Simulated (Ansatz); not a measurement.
`CC(C)CCC(C)C` → `CC(C)CC(C)(C)C`  (isomerisation)

Gas-phase electronic energies from Ansatz, PBE0-D4/def2-TZVP geometries. CCSD(T)/CBS is the MP2 limit (def2-TZVPP, def2-QZVPP) plus CCSD(T) − MP2 in def2-TZVPP, frozen cores. Functionals use def2-TZVPP. B3LYP here is the variant with VWN-RPA as its local correlation; programs differ in this. One conformer a species, not always the lowest.

`CC(C)CCC(C)C`:

Cartesian coordinates in Å:
```
C 2.038 0.235 -1.658
C 1.537 1.149 -0.548
C 2.705 1.704 0.254
C 0.544 0.445 0.373
C -0.734 -0.018 -0.307
C -1.814 -0.526 0.645
C -1.363 -1.753 1.424
C -3.098 -0.821 -0.118
H 2.766 0.750 -2.290
H 2.532 -0.647 -1.235
H 1.228 -0.112 -2.302
H 1.014 1.995 -1.016
H 3.258 0.894 0.740
H 2.363 2.388 1.035
H 3.406 2.246 -0.386
H 0.280 1.130 1.189
H 1.053 -0.405 0.843
H -0.511 -0.812 -1.031
H -1.146 0.816 -0.889
H -2.024 0.276 1.366
H -0.490 -1.547 2.046
H -1.101 -2.567 0.739
H -2.159 -2.115 2.080
H -3.895 -1.148 0.555
H -2.936 -1.617 -0.851
H -3.453 0.061 -0.658
```

`CC(C)CC(C)(C)C`:

Z-matrix (Å, degrees):
```
C
C 1 1.523
H 1 1.090 2 112.5
H 1 1.093 2 110.4 3 119.8
H 1 1.095 2 111.0 3 -121.0
C 2 1.530 1 114.8 3 68.4
C 2 1.524 1 109.7 3 -168.8
H 2 1.097 1 107.9 3 -52.1
C 6 1.541 2 120.3 1 -63.1
H 6 1.097 2 106.4 1 175.3
H 6 1.099 2 108.5 1 62.2
H 7 1.095 2 110.7 1 -62.5
H 7 1.093 2 111.5 1 177.7
H 7 1.093 2 111.2 1 57.1
C 9 1.529 6 112.2 2 80.7
C 9 1.526 6 111.2 2 -42.7
C 9 1.529 6 107.2 2 -161.4
H 15 1.094 9 110.7 6 56.0
H 15 1.090 9 112.7 6 -64.8
H 15 1.094 9 110.2 6 175.0
H 16 1.094 9 110.4 6 -174.0
H 16 1.093 9 111.9 6 66.2
H 16 1.094 9 111.2 6 -54.5
H 17 1.094 9 111.0 6 -177.1
H 17 1.094 9 110.9 6 -57.3
H 17 1.094 9 111.1 6 62.7
```

```json
{"level": "B97M-V", "ΔE (kcal/mol)": "1.0"}
{"level": "B3LYP-D4", "ΔE (kcal/mol)": "1.5"}
{"level": "CAM-B3LYP-D4", "ΔE (kcal/mol)": "1.6"}
{"level": "B2PLYP", "ΔE (kcal/mol)": "2.2"}
{"level": "CAM-B3LYP", "ΔE (kcal/mol)": "2.9"}
{"level": "RPA@PBE/def2-TZVPP", "ΔE (kcal/mol)": "0.3"}
{"level": "HF/def2-SVP", "ΔE (kcal/mol)": "4.5"}
{"level": "SCS-MP2/def2-QZVPP", "ΔE (kcal/mol)": "0.8"}
```

(1) What does CCSD(T)/CBS give? (Estimate.)

Largest T1 diagnostic among the species: 0.009.

Answers

(1) Ansatz gave: +0.7 kcal/mol. The listed levels differ from it by 0.3, 0.8, 0.9, 1.5, 2.2, -0.4, 3.8, 0.1 kcal/mol.

In def2-TZVPP, CCSD(T) changes the Hartree–Fock value by −4.3 kcal/mol (the triples alone add −0.7 kcal/mol) and MP2 by −5.0 kcal/mol. The D4 term adds −2.3 kcal/mol with B3LYP and −1.3 kcal/mol with PBE0; it sums over pairs of atoms, weighted by their polarisabilities, and B3LYP, whose exchange is more repulsive, gets the larger term. Leaving LDA and LC-ωPBE aside and taking each functional with its dispersion term where it has one, the values, not all of them listed here, spread over 1.4 kcal/mol, from revPBE-D4 to B2PLYP. LDA lies −2.6 kcal/mol from PBE without D4.
